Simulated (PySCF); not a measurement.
Excitation energies in several basis sets

Species: C4H5F.
InChI=1S/C4H5F/c1-3-2-4(3)5/h2H2,1H3

TDDFT with PBE0 (PySCF), vertical singlets, core orbitals frozen in the response, spherical d and f functions. Isolated species at its PBE0-D3(BJ)/def2-SVP geometry, gas phase.

Task: Compare 6-31G*, def2-SVP, 6-31+G*, def2-SVPD, aug-cc-pVDZ, def2-TZVP and def2-TZVPD for this molecule.

Result: 

```
      basis  functions  diffuse  S1 (eV)  S2 (eV)  S3 (eV)  S4 (eV)  S5 (eV)  LUMO (eV)  α (au)
     6-31G*         80       no     7.18     7.85     8.25     8.27     8.70       1.30    40.1
   def2-SVP         95       no     7.08     7.45     7.84     8.19     8.46       1.02    41.4
    6-31+G*        100      yes     5.94     6.81     6.89     6.92     7.21       0.35    45.1
  def2-SVPD        143      yes     6.13     6.89     7.27     7.40     7.77       0.52    47.9
aug-cc-pVDZ        160      yes     5.59     6.37     6.56     6.58     6.80      -0.14    49.0
  def2-TZVP        185       no     6.65     6.90     7.71     7.83     7.98       0.90    46.7
 def2-TZVPD        233      yes     5.80     6.80     6.82     6.95     7.40       0.17    49.0
```

States are compared by their number. Against the largest diffuse basis here (def2-TZVPD, itself not a converged limit), sets without diffuse functions differ by up to 1.38 eV in S1 and 1.30 eV in S5; the smaller diffuse sets differ by up to 0.34 and 0.60 eV. State by state, the largest deviation of a set without diffuse functions is S1 1.38, S2 1.05, S3 1.43, S4 1.33, S5 1.30 eV. The same number needn't mean the same state in each row. Against def2-TZVPD the polarisability deviates by -18% in 6-31G*, -16% in def2-SVP, -8% in 6-31+G*, -2% in def2-SVPD, 0% in aug-cc-pVDZ, -5% in def2-TZVP. A single + in a Pople set puts diffuse functions on heavy atoms only.
